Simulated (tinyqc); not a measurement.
Stretching all distances: RHF, UHF, MP2, CISD and CCSD against full CI in the sto-6g basis, for H2O, spin multiplicity 1. Computed by the program tinyqc with PySCF. All coordinates are multiplied by the scale. c0^2 is the weight of the RHF determinant in the lowest singlet FCI state (UHF is spin-contaminated and may lie near states of higher spin) and n(LUMO) the first natural occupation beyond the occupied space.

Geometry (angstrom):

| atom | x | y | z |
|---|---|---|---|
| O | 0.0000 | 0.0000 | 0.0000 |
| H | 0.0000 | 0.7050 | 0.5350 |
| H | 0.0000 | -0.7050 | 0.5350 |

Full CI energy (hartree) and errors against it (kcal/mol):

| scale | distance 1-2 (angstrom) | E(FCI) | RHF | UHF | MP2 | CISD | CCSD | <S^2> UHF | c0^2 | n(LUMO) |
|---|---|---|---|---|---|---|---|---|---|---|
| 0.880 | 0.779 | -75.56760 | 19.663 | 19.663 | 4.855 | 0.143 | 0.037 | 0.000 | 0.988 | 0.013 |
| 1.140 | 1.009 | -75.73532 | 35.658 | 35.658 | 10.475 | 0.628 | 0.094 | 0.000 | 0.967 | 0.033 |
| 1.410 | 1.248 | -75.68369 | 63.346 | 63.346 | 20.901 | 2.718 | 0.285 | 0.000 | 0.914 | 0.091 |
| 1.930 | 1.708 | -75.52885 | 153.923 | 34.315 | 53.583 | 20.634 | -0.538 | 1.665 | 0.670 | 0.381 |
| 2.200 | 1.947 | -75.48743 | 214.647 | 14.293 | 71.159 | 37.016 | -7.548 | 1.868 | 0.493 | 0.594 |

Estimate the missing row, scale = 1.67.

Computed row:
```
scale  distance 1-2 (angstrom)     E(FCI)      RHF     UHF     MP2   CISD   CCSD  <S^2> UHF   c0^2  n(LUMO)
1.670                    1.478  -75.59804  102.684  61.293  35.742  8.669  0.586      1.184  0.816    0.204
```

UHF parts from RHF first at scale 1.67 of those listed, where <S^2> leaves zero. The weight c0^2 goes from 0.99 to 0.49 and n(LUMO) from 0.01 to 0.59: static correlation grows as the bonds break into open-shell fragments. The spread of the error along the curve, which distorts its shape, is CCSD 8.1, CISD 36.9, UHF 49.1, MP2 66.3, RHF 195.0 kcal/mol. Below FCI somewhere: CCSD, as non-variational methods may be.
